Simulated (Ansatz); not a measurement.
Results of PBE (Ansatz, an electronic-structure program, plane waves, PAW) for rock-salt MgS.

Total energies, extrapolated to zero smearing (they compare only within this program, potentials and cutoff; free atoms with spin allowed, lowest state found):

| system | energy (eV/atom) |
|---|---|
| rock-salt MgS, relaxed | -1414.3747 |
| free Mg atom | -1922.3048 |
| free S atom | -899.0015 |

Q: Work out the cohesive energy per atom.

A: E_coh = [1 × (-1922.3048) + 1 × (-899.0015)]/2 − (-1414.3747) = 3.72 eV/atom. The reference value is 4.04 eV/atom (measured, corrected for zero-point motion; as tabulated in Goldzak et al. (2022), arXiv:2208.04865), a difference of -0.32 eV/atom.

The PAW data were made under PBE.
